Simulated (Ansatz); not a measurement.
# C₄H₅NS: small, medium and large basis sets

The task here is to estimate one member of a computed series from the others.

Computed with Ansatz 0.2.0, Gaussian basis. Level: one geometry, several basis sets.

Plan: PBE0-D4/def2-SVP; ωB97M-V/def2-SVP; PBE0-D4/def2-QZVPP; ωB97M-V/def2-QZVPP; CCSD(T)/cc-pV(D+d)Z; CCSD(T)/cc-pV(T+d)Z; MP2/cc-pV(Q+d)Z; the functionals' def2-TZVPP values are taken from earlier runs.

## Structure used throughout

An earlier PBE0-D4 in a triple-zeta def2 set relaxation fixed the geometry.

11 atoms, charge 0, spin multiplicity 1.

Atoms are counted from 1 here; the program's logs count them from 0.

Bond lengths: C1–C2 1.487 Å, C1–H7 1.091 Å, C1–H8 1.093 Å, C1–H9 1.093 Å, C2–C3 1.363 Å, C2–S6 1.717 Å, C3–N4 1.364 Å, C3–H10 1.083 Å, N4–C5 1.294 Å, C5–S6 1.718 Å, C5–H11 1.082 Å. Angles: C2–C1–H7 109.5°, C2–C1–H8 111.8°, C2–C1–H9 111.8°, H7–C1–H8 108.0°, H7–C1–H9 108.0°, H8–C1–H9 107.6°, C1–C2–C3 128.6°, C1–C2–S6 123.2°, C3–C2–S6 108.2°, C2–C3–N4 116.8°, C2–C3–H10 123.8°, N4–C3–H10 119.4°, C3–N4–C5 110.3°, N4–C5–S6 114.8°, N4–C5–H11 124.2°, S6–C5–H11 121.0°, C2–S6–C5 89.9°.

Set-up of the first run:

File in.yaml:

```yaml
crystal:
  periodic: [false, false, false]
  atoms:
    - {symbol: C, position_ang: [-0.162393, -0.401491, 1.717924]}
    - {symbol: C, position_ang: [-0.105084, -0.039389, 0.276641]}
    - {symbol: C, position_ang: [0.944566, -0.149318, -0.585912]}
    - {symbol: N, position_ang: [0.729981, 0.258999, -1.869409]}
    - {symbol: C, position_ang: [-0.483366, 0.685809, -2.008248]}
    - {symbol: S, position_ang: [-1.439606, 0.617189, -0.582079]}
    - {symbol: H, position_ang: [0.804309, -0.797521, 2.033025]}
    - {symbol: H, position_ang: [-0.919535, -1.164530, 1.915256]}
    - {symbol: H, position_ang: [-0.392754, 0.463373, 2.345157]}
    - {symbol: H, position_ang: [1.916888, -0.535871, -0.306357]}
    - {symbol: H, position_ang: [-0.893007, 1.062741, -2.936011]}
basis:
  gaussian: {orbitals: def2-SVP}
hamiltonian: {xc: pbe0, dispersion: d4}
output: {orbitals: {seedname: orbitals}}
```

Started as:

```sh
$ ansatz run in.yaml --threads 2 --pin off --events-out ev --progress --plain --max-ram 22528MiB --backend cpu
```

Steps of the session up to this table: PBE0-D4 in def2-SVP; ωB97M-V in def2-SVP; PBE0-D4 in def2-QZVPP; ωB97M-V in def2-QZVPP.

One table of the session follows, with a row left open; its other results are not shown here.

It belongs to the step «Functionals by basis». 

| functional | basis | HOMO (eV) |
| --- | --- | --- |
| PBE0-D4 | def2-SVP | -7.03 |
| PBE0-D4 | def2-TZVPP | -7.02 |
| PBE0-D4 | def2-QZVPP | -7.05 |
| ωB97M-V | def2-SVP | ? |
| ωB97M-V | def2-TZVPP | -9.14 |
| ωB97M-V | def2-QZVPP | -9.16 |

Q: Estimate the row for ωB97M-V, def2-SVP from the others.

The run gave: HOMO (eV): -9.13. In the column «HOMO (eV)» it lies between ωB97M-V, def2-TZVPP (-9.14) and PBE0-D4, def2-QZVPP (-7.05).
